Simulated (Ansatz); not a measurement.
The same path of H2S + H4OSi (9 atoms, charge 0, multiplicity 1) was run twice with different band settings. Lost on the way: Si1–H2, H6–S7. Made: Si1–S7, H2–H6.

Computed with RKS PBE-D4/def2-SVP (Ansatz).

Relaxed end points:

```xyz
9
Properties=species:S:1:pos:R:3
Si -0.047 0.277 0.880
H 0.894 -0.765 0.322
H 0.115 1.540 0.071
H -1.458 -0.216 0.829
O 0.252 0.553 2.518
H -0.551 -1.721 -2.173
S -0.821 -0.409 -2.420
H 1.136 0.908 2.716
H 0.480 -0.166 -2.744
```

```xyz
9
Properties=species:S:1:pos:R:3
Si -0.797 0.858 0.383
H 2.054 -1.915 -0.200
H -0.043 2.095 -0.026
H -2.124 1.188 0.983
O 0.004 -0.022 1.563
H 1.338 -1.750 -0.434
S -1.166 -0.265 -1.441
H 0.825 -0.454 1.263
H -0.092 0.265 -2.091
```

Common settings: movable images 9; climbing image yes; optimiser quadratic models (default); start path through a guess of the saddle point; force threshold 0.03 eV/Å; iteration limit 60; end points relaxed.

| run | spring |
| --- | --- |
| 1 | 5.0 eV/Å² |
| 2 | 0.1 eV/Å² |

What does each run give, and how far can it be trusted?

Run 1: converged after 16 iterations, highest image 1.521 eV above the first end. A vibrational analysis at the climbing image gives one clearly imaginary mode, 934i cm⁻¹: a first-order saddle point.
Run 2: converged after 17 iterations, highest image 1.521 eV above the first end. Another band between the same ends (9 images) ends at a top of the same energy, where a vibrational analysis finds 1 clearly imaginary mode.
The orbitals stay closed-shell, which can raise the energy where a bond breaks towards radicals; this wasn't checked here.
